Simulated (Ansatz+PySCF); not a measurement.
Results of a calculation; reference values are marked as such.
## PySCF 2.14.0 run

```python
from pyscf import gto, scf

mol = gto.M(atom="""
H 0.000000 0.000000 -1.213800
Cl 0.000000 0.000000 0.071400
""", basis='def2-svp', charge=0, spin=0)
mf = scf.UHF(mol)
mf.init_guess = '1e'
mf.kernel()
while True:  # follow internal instabilities
    mo, _, stable, _ = mf.stability(return_status=True)
    if stable: break
    mf.kernel(mf.make_rdm1(mo, mf.mo_occ))
print(mf.converged, mf.e_tot, mf.spin_square()[0])
```

The script is written out from the run's settings.

Results

```
Converged                       : yes
Total energy                    : -459.93817 hartree
Spin squared of the determinant : 0.000
```
